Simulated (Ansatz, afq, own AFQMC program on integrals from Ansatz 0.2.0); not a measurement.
# AlO, doublet → AlO⁺, singlet

```xyz
2

Al    0.0000    0.0000    0.0000
O     0.0000    0.0000    1.6200
```

E(singlet, charge +1) − E(doublet, charge +0) at this geometry, on UHF and UHF determinants.

Basis 6-31G. Only valence electrons are correlated. AFQMC by an in-house program on the Cholesky factors that Ansatz 0.2.0 writes for its CCSD(T) run. The CISD trial takes its coefficients from CCSD amplitudes. Released means that phaseless walkers are propagated on without the constraint, phases kept. ± is one standard error of the sampling. The errors of all members are added in quadrature.

Full CI on the same integrals is exact in this basis and with this determinant's frozen core.

Errors are counted within 6-31G, not against nature.

Cautions: AlO (doublet): an unrestricted solution with more broken spin lies lower, strong correlation (T1 0.117, weight of the determinant 0.68, largest double 0.12), the released energies are still falling, so no released level is given (meV from the phaseless value at times in 1/Eh: -11 ± 3 at 0.24, -13 ± 4 at 0.51, -19 ± 4 at 0.99, -23 ± 5 at 1.62, -27 ± 5 at 2.40), its ph-AFQMC/CISD value lies 68 ± 5 meV above full CI; AlO⁺ (singlet): an unrestricted solution with more broken spin lies lower, while this determinant keeps restricted orbitals, strong correlation (T1 0.065, weight of the determinant 0.80, largest double 0.29), the CCSD(T) amplitudes may be one of several solutions (largest double 0.29), the ph-AFQMC/CISD walk drifts between its halves (2.7 errors), the released energy hasn't reached full CI (17 meV above it at 2.40 1/Eh), so no released level is given (meV from the phaseless value at times in 1/Eh: -8 ± 3 at 0.24, -23 ± 4 at 0.51, -35 ± 5 at 0.99, -52 ± 5 at 1.62, -46 ± 5 at 2.40), its ph-AFQMC/CISD value lies 63 ± 5 meV above full CI.

Reference (full CI): 219.3 kcal/mol.

| level | vertical ionization energy (kcal/mol) | error against FCI (kcal/mol) |
| --- | --- | --- |
| HF | 244.1 | 24.8 |
| MP2 | 205.0 | -14.4 |
| CCSD | 222.0 | 2.6 |
| CCSD(T) | 218.2 | -1.2 |
| ph-AFQMC/HF | 218.0 ± 0.9 | -1.4 ± 0.9 |
| ph-AFQMC/CISD | 219.2 ± 0.2 | -0.1 ± 0.2 |

Correlation beyond CCSD(T) adds 1.2 kcal/mol. The perturbative (T) step is worth −3.8 kcal/mol. Where the cautions show a poor determinant, the low rows tell how each method copes with it, not its usual error.

A walk keeps the symmetry of its determinant, which the program's search chose and which needn't be the lowest solution, so a lower state of the same spin and another symmetry isn't excluded.
